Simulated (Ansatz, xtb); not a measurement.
## Two structures of BH6Si2−

Structure X: `[BH2-]1[SiH2][SiH2]1`, a singlet. Structure Y: a singlet given by its coordinates. Both are isolated ions in the gas phase, relaxed with PBE0-D3(BJ)/def2-SVPD.

X (Å):

```xyz
9

B     1.1284    1.0283   -0.0185
Si   -0.5878   -0.0374   -0.3179
Si   -0.0276    1.0185    1.6650
H     2.1535    0.3675    0.0439
H     1.1961    2.0964   -0.6067
H     0.2413    0.1598    2.8737
H    -1.7832    0.4752   -1.0787
H    -0.6622   -1.5425   -0.3229
H    -0.8811    2.1758    2.1155
```

Y (Å):

```xyz
9

B    -1.6646    0.2951    0.8453
Si   -0.8206   -1.0249   -1.0337
Si   -0.0172    0.9574   -0.1004
H    -2.6845    0.9228    0.6093
H     0.0464   -1.8558   -0.0717
H     1.2970    0.9647    0.6290
H    -1.5022   -0.0930    1.9898
H    -1.9885   -0.8596    0.2175
H    -0.0841    2.2173   -0.9196
```

Close contacts (Å): B1–Si2 2.45, B1–Si3 2.01, Si2–Si3 2.33, B1–H4 1.22, B1–H7 1.22, B1–H8 1.35, Si2–H5 1.54, Si2–H8 1.72, Si3–H6 1.50, Si3–H9 1.50.

Task: Which of the two would you expect CCSD(T)/def2-SVPD + ΔMP2/def2-TZVPPD electronic energies to favour?

Result: Not settled: CCSD(T)/def2-SVPD + ΔMP2/def2-TZVPPD gives E(Y) − E(X) = +1.10 kcal/mol, but this leans on the basis-set step: CCSD(T) alone gives +0.56 kcal/mol.

Level by level:

```
                               level               geometry  E(Y) − E(X) (kcal/mol)  departure from the last row (kcal/mol)  job, with rough time for the two
               PBE0-D3(BJ)/def2-SVPD  PBE0-D3(BJ)/def2-SVPD                     +1.03                                   −0.07                optimisation, 28 s
                        HF/def2-SVPD  PBE0-D3(BJ)/def2-SVPD                     +3.27                                   +2.17           part of the CCSD(T) run
                       MP2/def2-SVPD  PBE0-D3(BJ)/def2-SVPD                     +1.83                                   +0.74           part of the CCSD(T) run
                   CCSD(T)/def2-SVPD  PBE0-D3(BJ)/def2-SVPD                     +0.56                                   −0.53                      single point
CCSD(T)/def2-SVPD + ΔMP2/def2-TZVPPD  PBE0-D3(BJ)/def2-SVPD                     +1.10                                                        single point, 13 s
```

The largest departure from CCSD(T)/def2-SVPD + ΔMP2/def2-TZVPPD is that of HF/def2-SVPD, 2.17 kcal/mol. Levels run at GFN2-xTB geometries aren't shown. The last row adds to CCSD(T) the change of the MP2 difference between the two basis sets, here +0.53 kcal/mol.

With harmonic frequencies from PBE0-D3(BJ)/def2-SVPD (ideal gas, rigid rotor, one conformer each, 298.15 K, 1 atm): on the last row, ΔE + ΔZPE = +2.32, ΔH = +1.90, ΔG = +2.28 kcal/mol.

The correlated steps freeze 11 core orbitals. Mirror images aren't counted in ΔG. Programs: Ansatz 0.2.0; the last row on 2 threads of Intel(R) Xeon(R) 6975P-C (Granite Rapids) on a shared host.
